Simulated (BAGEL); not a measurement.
# C3H4F2 (SMILES FC=CCF), step by step

Wanted: the energy (HF/def2-SVP), then the energy (NEVPT2(2,2)/def2-SVP) of C3H4F2. 

The results are computed with BAGEL 1.2.2.

2 further runs of the same task are left out: 2 set aside as unsound or not needed.

### 1 The molecule

C3H4F2 has 9 atoms, charge 0, and is taken as a singlet. SMILES: `FC=CCF`. The C3–C4 distance was set to 4.157 Å, away from the relaxed value. At this shape a bond of the SMILES string is far longer than usual.

Bond lengths: F1–C2 1.336 Å, C2–C3 1.320 Å, C4–F5 1.387 Å, C2–H6 1.084 Å, C3–H7 1.084 Å, C4–H8 1.095 Å, C4–H9 1.091 Å. Angles: F1–C2–C3 122.6°, F1–C2–H6 112.2°, C3–C2–H6 125.2°, C2–C3–H7 117.2°, F5–C4–H8 107.0°, F5–C4–H9 108.2°, H8–C4–H9 109.1°.

### 2 A single-point energy at HF/def2-SVP (density fitting with svp-jkfit) (run 1)

input.json reads:

```json
{ "bagel" : [

{
  "title" : "molecule",
  "basis" : "svp",
  "df_basis" : "svp-jkfit",
  "angstrom" : true,
  "geometry" : [
    { "atom" : "F", "xyz" : [      -2.076575,      -0.222866,      -3.254821 ] },
    { "atom" : "C", "xyz" : [      -1.062075,      -1.002866,      -3.639421 ] },
    { "atom" : "C", "xyz" : [      -0.035375,      -1.274466,      -2.854921 ] },
    { "atom" : "C", "xyz" : [       0.439500,       0.155200,       1.019400 ] },
    { "atom" : "F", "xyz" : [       1.656600,       0.811400,       1.133700 ] },
    { "atom" : "H", "xyz" : [      -1.194175,      -1.377766,      -4.647521 ] },
    { "atom" : "H", "xyz" : [       0.737125,      -1.920366,      -3.256221 ] },
    { "atom" : "H", "xyz" : [       0.449800,      -0.666700,       1.742700 ] },
    { "atom" : "H", "xyz" : [      -0.352600,       0.856800,       1.286900 ] }
  ]
},

{
  "title" : "hf"
},

{
  "title" : "print",
  "file" : "orbitals.molden",
  "orbitals" : true
}

]}
```

Launch:

```
$ BAGEL_NUM_THREADS=1 BAGEL input.json > input.out
```

What it wrote:

```text
* using 1 threads per process

  ===============================================================
  ===============================================================

  *** Geometry ***

  { "atom" : "F", "xyz" : [     -3.924158,     -0.421156,     -6.150720 ] },
  { "atom" : "C", "xyz" : [     -2.007031,     -1.895142,     -6.877509 ] },
  { "atom" : "C", "xyz" : [     -0.066849,     -2.408392,     -5.395019 ] },
  { "atom" : "C", "xyz" : [      0.830535,      0.293285,      1.926387 ] },
  { "atom" : "F", "xyz" : [      3.130520,      1.533324,      2.142383 ] },
  { "atom" : "H", "xyz" : [     -2.256664,     -2.603600,     -8.782542 ] },
  { "atom" : "H", "xyz" : [      1.392964,     -3.628966,     -6.153366 ] },
  { "atom" : "H", "xyz" : [      0.849999,     -1.259880,      3.293226 ] },
  { "atom" : "H", "xyz" : [     -0.666317,      1.619117,      2.431889 ] },

  Number of auxiliary basis functions:      451

  Since a DF basis is specified, we compute 2- and 3-index integrals:
    o Being stored without compression. Storage requirement is 0.029 GB

  Number of basis functions:       90
  Number of electrons      :       40

    * METHOD: MOLECULE                             0.22

  *** RHF ***

  === Nuclear Repulsion ===
   132.2444826500

      * DIIS with orbital gradients will be used.

  === RHF iteration (svp) ===
      0       -313.83115713          0.02002947           0.07
      1       -313.55276454          0.02804643           0.07
      2       -314.10737204          0.00876177           0.07
      3       -314.18287627          0.00369763           0.07
      4       -314.18944887          0.00200927           0.07
      5       -314.19093396          0.00129138           0.07
      6       -314.19181225          0.00050800           0.07
      7       -314.19195277          0.00015514           0.07
      8       -314.19196814          0.00003092           0.07
      9       -314.19196881          0.00001056           0.07
     10       -314.19196893          0.00000407           0.07
     11       -314.19196896          0.00000126           0.07
     12       -314.19196896          0.00000059           0.07
     13       -314.19196896          0.00000041           0.07
     14       -314.19196896          0.00000019           0.07
     15       -314.19196896          0.00000012           0.07
     16       -314.19196896          0.00000009           0.07
     17       -314.19196896          0.00000005           0.07
     18       -314.19196896          0.00000002           0.07
     19       -314.19196896          0.00000001           0.07
    * SCF iteration converged.

    * Permanent dipole moment:
           (    0.004261,     0.372918,    -0.793398) a.u.

    * METHOD: HF                                   1.58

    * METHOD: PRINT                                0.02

  ===============================================================
```

Wall time 2 s (1 thread of Arm Neoverse V1, shared host); peak memory 0.14 GiB.

### 3 A single-point energy at NEVPT2(2,2)/def2-SVP (density fitting with svp-jkfit) (run 2)

calc.json reads:

```json
{ "bagel" : [

{
  "title" : "molecule",
  "basis" : "svp",
  "df_basis" : "svp-jkfit",
  "angstrom" : true,
  "geometry" : [
    { "atom" : "F", "xyz" : [   -2.076575,   -0.222866,   -3.254821 ] },
    { "atom" : "C", "xyz" : [   -1.062075,   -1.002866,   -3.639421 ] },
    { "atom" : "C", "xyz" : [   -0.035375,   -1.274466,   -2.854921 ] },
    { "atom" : "C", "xyz" : [    0.439500,    0.155200,    1.019400 ] },
    { "atom" : "F", "xyz" : [    1.656600,    0.811400,    1.133700 ] },
    { "atom" : "H", "xyz" : [   -1.194175,   -1.377766,   -4.647521 ] },
    { "atom" : "H", "xyz" : [    0.737125,   -1.920366,   -3.256221 ] },
    { "atom" : "H", "xyz" : [    0.449800,   -0.666700,    1.742700 ] },
    { "atom" : "H", "xyz" : [   -0.352600,    0.856800,    1.286900 ] }
  ]
},
{
  "title" : "hf"
},
{
  "title" : "nevpt2",
  "nstate" : 1,
  "nact" : 2,
  "nclosed" : 19,
  "active" : [20, 21],
  "maxiter" : 200,
  "natocc" : true,
  "ncore" : 5
},
{
  "title" : "print",
  "file" : "orbitals.molden",
  "orbitals" : true
}

]}
```

Launch:

```
$ BAGEL_NUM_THREADS=1 BAGEL calc.json > calc.out
```

What it wrote:

```text
* using 1 threads per process

  ===============================================================
  ===============================================================

  *** Geometry ***

  { "atom" : "F", "xyz" : [     -3.924158,     -0.421156,     -6.150720 ] },
  { "atom" : "C", "xyz" : [     -2.007031,     -1.895142,     -6.877509 ] },
  { "atom" : "C", "xyz" : [     -0.066849,     -2.408392,     -5.395019 ] },
  { "atom" : "C", "xyz" : [      0.830535,      0.293285,      1.926387 ] },
  { "atom" : "F", "xyz" : [      3.130520,      1.533324,      2.142383 ] },
  { "atom" : "H", "xyz" : [     -2.256664,     -2.603600,     -8.782542 ] },
  { "atom" : "H", "xyz" : [      1.392964,     -3.628966,     -6.153366 ] },
  { "atom" : "H", "xyz" : [      0.849999,     -1.259880,      3.293226 ] },
  { "atom" : "H", "xyz" : [     -0.666317,      1.619117,      2.431889 ] },

  Number of auxiliary basis functions:      451

  Since a DF basis is specified, we compute 2- and 3-index integrals:
    o Being stored without compression. Storage requirement is 0.029 GB

  Number of basis functions:       90
  Number of electrons      :       40

    * METHOD: MOLECULE                             0.22

  *** RHF ***

  === Nuclear Repulsion ===
   132.2444826500

      * DIIS with orbital gradients will be used.

  === RHF iteration (svp) ===
      0       -313.83115713          0.02002947           0.07
      1       -313.55276454          0.02804643           0.07
      2       -314.10737204          0.00876177           0.07
      3       -314.18287627          0.00369763           0.07
      4       -314.18944887          0.00200927           0.07
      5       -314.19093396          0.00129138           0.07
      6       -314.19181225          0.00050800           0.07
      7       -314.19195277          0.00015514           0.07
      8       -314.19196814          0.00003092           0.07
      9       -314.19196881          0.00001056           0.07
     10       -314.19196893          0.00000407           0.07
     11       -314.19196896          0.00000126           0.07
     12       -314.19196896          0.00000059           0.07
     13       -314.19196896          0.00000041           0.07
     14       -314.19196896          0.00000019           0.07
     15       -314.19196896          0.00000012           0.07
     16       -314.19196896          0.00000009           0.07
     17       -314.19196896          0.00000005           0.07
     18       -314.19196896          0.00000002           0.07
     19       -314.19196896          0.00000001           0.07
    * SCF iteration converged.

    * Permanent dipole moment:
           (    0.004261,     0.372918,    -0.793398) a.u.

    * METHOD: HF                                   1.58

    * freezing 5 orbitals
  ---------------------------
      CASSCF calculation
  ---------------------------

    ==== Active orbitals : =====
         Orbital 20
         Orbital 21
    ============================

    * nstate   :      1
    * nclosed  :     19
    * nact     :      2
    * nvirt    :     69
  === CASSCF iteration (svp) ===

    * Using the second-order algorithm

      0  0      -314.34230786     7.24e-03      0.02

      1  0      -314.36771649     4.86e-04      0.45

      2  0      -314.36779024     4.05e-05      0.43

      3  0      -314.36779087     6.08e-06      0.43

      4  0      -314.36779088     9.19e-07      0.41

      5  0      -314.36779088     1.40e-07      0.39

      6  0      -314.36779088     2.13e-08      0.34

      7  0      -314.36779088     3.26e-09      0.29

    * Second-order optimization converged. *

     guess   0:   closed 1.                   open ..

  === FCI iteration ===

      0  0      -314.16418562     1.13e-01      0.00
      1  0      -314.36537726     1.63e-02      0.00
      2  0 *    -314.36779088     5.13e-16      0.00

     * ci vector, state   0, <S^2> = 0.0000
       2.     0.7402364947
       .2    -0.6723465862

  === DF-NEVPT2 calculation ===

    * 3-index integral transformation done
    * assembly done

      NEVPT2 correlation energy:   -0.7251198233      0.28

          (+0)     -0.6375908042
          (+0)'    -0.0102683977
          (+1)     -0.0220021383
          (+1)'    -0.0000000000
          (+2)     -0.0000163972
          (-1)     -0.0552106357
          (-1)'     0.0000000000
          (-2)     -0.0000314502

      NEVPT2 total energy:       -315.0929107029

    * METHOD: NEVPT2                               3.35

    * METHOD: PRINT                                0.02

  ===============================================================
```

It took 5.4 s on 1 thread of Arm Neoverse V1, shared host; peak memory 0.14 GiB.

### 4 Results

```
                                 quantity          value
         run 1, HF/def2-SVP: total energy  -314.19197 Eh
        run 1, HF/def2-SVP: dipole moment         2.23 D
          run 1, HF/def2-SVP: HOMO energy       -7.22 eV
          run 1, HF/def2-SVP: LUMO energy       -2.50 eV
        run 1, HF/def2-SVP: HOMO–LUMO gap        4.71 eV
run 2, NEVPT2(2,2)/def2-SVP: total energy  -315.09291 Eh
```

**Reading.** One bond (run 1, HF/def2-SVP) is far stretched, which a spin-restricted single reference describes badly; a broken-symmetry solution may lie lower.
